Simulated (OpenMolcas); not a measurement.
# N2 (nitrogen): an attempt with OpenMolcas

Aim: the vertical excitations of N2 (nitrogen).

The results are computed with OpenMolcas 26.06.

## Step 1: The structure to begin with

N2 has 2 atoms, charge 0, and is taken as a singlet. As SMILES, `N#N`. Geometry: relaxed at PBE0-D4/def2-TZVP.

Bond lengths: N1–N2 1.090 Å.

## Step 2: The run

input.xyz

```xyz
2

N      0.465500    -0.150300     0.239800
N     -0.465500     0.150300    -0.239800
```

step11.inp

```
* N2 CASPT2

&GATEWAY
  COORD=input.xyz
  BASIS=ANO-S-VDZP
  GROUP=NoSym
  RICD

&SEWARD

&RASSCF
  FILEORB=$CurrDir/step2.RasOrb
  SPIN=1
  NACTEL=4 0 0
  INACTIVE=5
  RAS2=32
  CIROOT=3 3 1
  ORBLISTING=Nothing
  ORBAPPEAR=Compact

&CASPT2
  MULTISTATE=all
```

Started as:

```console
$ export MOLCAS_MEM=1860
$ pymolcas step11.inp > step11.log
```

The program printed:

```text
--- Start Module: gateway ---

                                              &GATEWAY

                       available to each process: 1.9 GB of memory, 1 thread

++    Symmetry information:
      ---------------------

                    Character Table for C1

                             E
                    a        1  x, y, xy, Rz, z, xz, Ry, yz, Rx, I
--

++    Basis set information:
      ----------------------

      Basis set label: N.ANO-S...3S2P1D.

      Electronic valence basis set:
      ------------------
      Associated Effective Charge   7.000000 au
      Associated Actual Charge      7.000000 au
      Nuclear Model: Point charge

      Shell  nPrim  nBasis  Cartesian Spherical Contaminant
         s      10       3        X
         p       6       2        X
         d       3       1                 X
--

++    Molecular structure info:
      -------------------------

                    ************************************************
                    **** Cartesian Coordinates / bohr, angstrom ****
                    ************************************************

     Center  Label                x              y              z                     x              y              z
        1      N1               0.879668      -0.284026       0.453156              0.465500      -0.150300       0.239800
        2      N2              -0.879668       0.284026      -0.453156             -0.465500       0.150300      -0.239800
--

            Nuclear Potential Energy             23.79834176 au

--- Stop Module: gateway /rc=_RC_ALL_IS_WELL_ ---

--- Start Module: seward ---

                                              &SEWARD

                       available to each process: 1.9 GB of memory, 1 thread

               SEWARD will generate:
                  Multipole Moment integrals up to order  2
                  Kinetic Energy integrals
                  Nuclear Attraction integrals (point charge)
                  One-Electron Hamiltonian integrals
                  Velocity integrals
                  Orbital angular momentum around (  0.0000   0.0000   0.0000 )
                  Velocity quadrupole around (  0.0000   0.0000   0.0000 )
                  RI decomposed two-electron repulsion integrals stored Cholesky style
                   - acCD auxiliary basis
                   - CD Threshold:   1.00E-04

                   Integrals are discarded if absolute value <: 1.00E-14
                   Integral cutoff threshold is set to       <: 1.00E-16

            Nuclear Potential Energy             23.79834176 au

      Basis set specifications :
      Symmetry species         a
      Basis functions           28

--- Stop Module: seward /rc=_RC_ALL_IS_WELL_ ---

--- Start Module: rasscf ---

                                              &RASSCF

                       available to each process: 1.9 GB of memory, 1 thread

 ****************** ERROR *******************
 ###############################################################################
 ###    ERROR: Erroneous nr of orbitals.                                     ###
 ###############################################################################
 Inappropriate nr of orbitals. One or more of
 these orbital counts is wrong or too large.
  Negative values.
    All orbitals:  28
          Frozen:   0
        Inactive:   5
          Active:  32
           RAS-1:   0
           RAS-2:  32
           RAS-3:   0
       Secondary:  -9
         Deleted:   0
 Basis functions:  28
  Have you used a too small basis set?
 ********************************************
--- Stop Module: rasscf /rc=_RC_INPUT_ERROR_ ---

.####################.
.# User input error #.
.####################.

    Timing: Wall=0.59 User=0.51 System=0.08
```

It took 0.78 s on 1 thread of Intel Xeon 6975P-C (Granite Rapids), shared host.

## Step 3: What went wrong

The program refused the input.

The log says `ERROR: Erroneous nr of orbitals.`. The fault: the active space holds more orbitals than the basis has.
